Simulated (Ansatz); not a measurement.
# C3H5FS: up Jacob's ladder to CCSD(T)

Aim: compute C3H5FS with functionals from several rungs and with coupled cluster, and see how far each lands from CCSD(T) at the basis-set limit for the atomisation energy.

The runs use Ansatz 0.2.0, Gaussian basis; functionals in def2-TZVPP, the program's frozen cores in correlated methods.

Plan: LDA (SPW92), PBE-D4, revPBE-D4, BLYP-D4, r2SCAN-D4, B97M-V, PBE0-D4, B3LYP-D4, r2SCANh-D4, r2SCAN0-D4, HSE06-D4, BHLYP-D4, CAM-B3LYP-D4, LC-ωPBE, ωB97X-V, ωB97M-V, B2PLYP, PBE-QIDH; CCSD(T)/def2-SVP; CCSD(T)/def2-TZVPP; MP2/def2-QZVPP; extrapolation to the limit; RPA on PBE.

### Step 1. The relaxed structure

An earlier PBE0-D4 in a triple-zeta def2 set relaxation fixed the geometry.

SMILES `CC(=S)CF`, 10 atoms, charge 0, spin multiplicity 1.

Atoms are counted from 1 here; the program's logs count them from 0.

Bond lengths: C1–C2 1.485 Å, C1–H6 1.095 Å, C1–H7 1.087 Å, C1–H8 1.095 Å, C2–S3 1.617 Å, C2–C4 1.503 Å, C4–F5 1.380 Å, C4–H9 1.094 Å, C4–H10 1.094 Å. Angles: C2–C1–H6 109.9°, C2–C1–H7 110.9°, C2–C1–H8 109.9°, H6–C1–H7 110.3°, H6–C1–H8 105.5°, H7–C1–H8 110.3°, C1–C2–S3 124.6°, C1–C2–C4 116.6°, S3–C2–C4 118.8°, C2–C4–F5 112.5°, C2–C4–H9 109.5°, C2–C4–H10 109.6°, F5–C4–H9 108.3°, F5–C4–H10 108.4°, H9–C4–H10 108.4°.

As a file:

```tsv
atom	x (Å)	y (Å)	z (Å)
C1	0.47987	-0.58396	1.05328
C2	0.26048	-0.40027	-0.40373
S3	0.86423	-1.36500	-1.55266
C4	-0.58661	0.77131	-0.81315
F5	-1.02838	1.50782	0.26686
H6	0.94201	0.31405	1.47670
H7	1.10254	-1.45428	1.24502
H8	-0.48318	-0.68677	1.56461
H9	-1.45991	0.41516	-1.36734
H10	-0.00815	1.43074	-1.46657
```

### Step 2. LDA

This LDA is Slater exchange with PW92 correlation.

The input, in.yaml:

```yaml
crystal:
  periodic: [false, false, false]
  atoms:
    - {symbol: C, position_ang: [0.479869, -0.583959, 1.053279]}
    - {symbol: C, position_ang: [0.260476, -0.400267, -0.403734]}
    - {symbol: S, position_ang: [0.864234, -1.365004, -1.552663]}
    - {symbol: C, position_ang: [-0.586615, 0.771310, -0.813152]}
    - {symbol: F, position_ang: [-1.028375, 1.507821, 0.266855]}
    - {symbol: H, position_ang: [0.942011, 0.314053, 1.476705]}
    - {symbol: H, position_ang: [1.102535, -1.454277, 1.245018]}
    - {symbol: H, position_ang: [-0.483184, -0.686772, 1.564605]}
    - {symbol: H, position_ang: [-1.459905, 0.415157, -1.367342]}
    - {symbol: H, position_ang: [-0.008147, 1.430739, -1.466571]}
basis:
  gaussian: {orbitals: def2-TZVPP}
hamiltonian: {xc: lda}
output: {orbitals: {seedname: orbitals}}
```

After this run come: PBE-D4 (GGA); revPBE-D4 (GGA); BLYP-D4 (GGA); r2SCAN-D4 (meta-GGA); B97M-V (meta-GGA); PBE0-D4 (hybrid); B3LYP-D4 (hybrid); r2SCANh-D4 (hybrid); r2SCAN0-D4 (hybrid); HSE06-D4 (hybrid); BHLYP-D4 (hybrid); CAM-B3LYP-D4 (range-separated); LC-ωPBE (range-separated); ωB97X-V (range-separated); ωB97M-V (range-separated); B2PLYP (double hybrid); PBE-QIDH (double hybrid); CCSD(T) in def2-SVP; CCSD(T) in def2-TZVPP; MP2 in def2-QZVPP; RPA on PBE orbitals.

Before running them: what should the planned runs give, taken together? Wanted: atomisation energy, CCSD(T)/CBS; farthest beyond LDA; mean size of error, GGA; mean size of error, meta-GGA; mean size of error, hybrid; mean size of error, range-separated; mean size of error, double hybrid; gap, smallest and largest; T1 diagnostic.

**Answer**, as computed:

| quantity | value |
| --- | --- |
| atomisation energy, CCSD(T)/CBS | 3891.1 kJ/mol |
| functionals within 19.5 kJ/mol (0.5 %) | BLYP-D4, B3LYP-D4, r2SCANh-D4, CAM-B3LYP-D4, LC-ωPBE, ωB97X-V, PBE-QIDH |
| farthest beyond LDA | BHLYP-D4 (-133.5 kJ/mol) |
| mean size of error, GGA | 53.1 kJ/mol |
| mean size of error, meta-GGA | 24.0 kJ/mol |
| mean size of error, hybrid | 43.9 kJ/mol |
| mean size of error, range-separated | 13.3 kJ/mol |
| mean size of error, double hybrid | 21.8 kJ/mol |
| gap, smallest and largest | 2.27 eV (LDA (SPW92)), 9.44 eV (LC-ωPBE) |
| T1 diagnostic | 0.0152 |
| triples share of the correlation energy | 4.1 % |

LDA overbinds by 637.0 kJ/mol (16 %). PBE-D4 misses by +127.4 kJ/mol. Double hybrids carry the basis error of their MP2 part in triple zeta, and no dispersion term here, so their miss is partly the set-up's. By mean error the best rung here is range-separated (13.3 kJ/mol) and the worst beyond LDA is GGA (53.1 kJ/mol). The gap between the best rungs is small, so their order is not settled. Misses under about 19.5 kJ/mol are within the doubt on the reference itself, which lacks core-valence correlation, relativity and higher excitations. Hartree-Fock recovers 72 % of the binding; the rest is correlation. CCSD(T) in def2-SVP is off by -180.0 kJ/mol, so the small basis spoils what the method gains. The gap grows from 2.3 to 9.4 eV across the functionals, mostly with the share of exact exchange. The restricted reference is unstable towards a spin-broken one.
